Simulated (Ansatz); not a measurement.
# HNOSi (SMILES N#[Si]O): a rigid scan of the bond length Si2–O3

The task here is to estimate one member of a computed series from the others.

Computed with Ansatz 0.2.0, Gaussian basis. Level: single points in def2-TZVPP.

Levels: PBE-D4, r2SCAN-D4, PBE0-D4, B3LYP-D4, wB97M-V, Hartree-Fock, MP2, CCSD, CCSD(T). The scan takes 1.455, 1.487, 1.535, 1.590, 1.651, 1.718, 1.788, 1.862, 1.939 Å.

Cores are frozen in the correlated methods. B3LYP uses VWN-RPA correlation.

18 further runs of the same task are left out: 18 set aside as unsound or not needed.

### Where the work starts

SMILES `N#[Si]O`, 4 atoms, charge 0, spin multiplicity 1.

Atoms are counted from 1 here; the program's logs count them from 0.

Bond lengths: N1–Si2 1.555 Å, Si2–O3 1.581 Å, O3–H4 0.952 Å. Angles: N1–Si2–O3 175.1°, Si2–O3–H4 135.3°.

Geometry (Å):

```mol
HNOSi
  3D, bonds by distance, orders not assigned

  4  3  0  0  0  0  0  0  0  0999 V2000
   -1.9714    0.6212    0.5501 N   0  0
   -0.5263    0.1582    0.2090 Si  0  0
    0.9569   -0.3464   -0.0063 O   0  0
    1.5408   -0.4330   -0.7528 H   0  0
  1  2  8  0
  2  3  8  0
  3  4  8  0
M  END
```

Set-up of the first run:

Contents of relax/in.yaml:

```yaml
crystal:
  periodic: [false, false, false]
  atoms:
    - {symbol: N, position_ang: [-1.971380, 0.621160, 0.550070]}
    - {symbol: Si, position_ang: [-0.526290, 0.158210, 0.209030]}
    - {symbol: O, position_ang: [0.956870, -0.346390, -0.006290]}
    - {symbol: H, position_ang: [1.540810, -0.432980, -0.752800]}
basis:
  gaussian: {orbitals: def2-TZVP}
hamiltonian: {xc: pbe0, dispersion: d4}
relax: {f_tol: 0.005, max_steps: 200}
```

No record of the launch command was kept for these runs.

Among the steps run: Finding the minimum; The minimum at every level; Si2–O3 = 1.455 Å; Si2–O3 = 1.487 Å; Si2–O3 = 1.535 Å; Si2–O3 = 1.590 Å; Si2–O3 = 1.651 Å; Si2–O3 = 1.718 Å; Si2–O3 = 1.788 Å; Si2–O3 = 1.862 Å; Si2–O3 = 1.939 Å.

One of the session's tables, all rows but one given; the rest of the session is left out.

Energies less that of the minimum at the same level (kJ/mol):

| bond length (Å) | PBE-D4 | PBE0-D4 | B3LYP-D4 | wB97M-V | Hartree-Fock |
| --- | --- | --- | --- | --- | --- |
| 1.455 | 72.5 | 60.9 | 64.2 | 61.9 | 45.4 |
| 1.487 | 46.0 | 36.7 | 39.4 | 37.4 | 24.0 |
| 1.535 | 19.1 | 13.2 | 15.0 | 13.6 | 5.0 |
| 1.590 | 3.2 | 1.3 | 1.8 | 1.4 | -1.5 |
| 1.616 (minimum) | 0.0 | 0.0 | 0.0 | 0.0 | 0.0 |
| 1.651 | ? | ? | ? | ? | ? |
| 1.718 | 7.0 | 14.4 | 12.1 | 14.3 | 25.5 |
| 1.788 | 23.9 | 36.3 | 32.3 | 36.6 | 55.4 |
| 1.862 | 47.9 | 65.6 | 59.8 | 66.4 | 93.3 |
| 1.939 | 76.6 | 99.7 | 91.8 | 101.4 | 136.5 |

Estimate the missing values for bond length (Å) = 1.651.

As computed: PBE-D4: -0.7; PBE0-D4: 1.9; B3LYP-D4: 1.1; wB97M-V: 1.8; Hartree-Fock: 5.6.
